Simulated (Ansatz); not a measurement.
System: 1T (CdI2-type) SnSe2. Method: r²SCAN+rVV10 (Ansatz, a first-principles code, plane waves, PAW).

Run with plane-wave cutoff 600 eV, 12×12×6 k mesh (along the axes of the cell as run), finite displacements, scalar-relativistic PAW data made under PBE.

Computed at the level's own relaxed cell.

```xyz
3
Lattice="3.8255 0.0000 0.0000 -1.9128 3.3130 0.0000 0.0000 0.0000 6.2327" Properties=species:S:1:pos:R:3 pbc="T T T"
Sn     0.0000     0.0000     0.0000
Se     0.0000     2.2087     1.5762
Se     1.9128     1.1043     4.6565
```

Harmonic phonon frequencies (cm⁻¹; i marks an imaginary mode; at Γ without the LO shift):

```csv
q point,frequencies
Γ,0 0 0 122 122 147 147 190 250
M,63 77 105 130 154 162 178 179 225
A,23 23 36 112 112 154 154 187 260
```

No imaginary mode appears at these points.
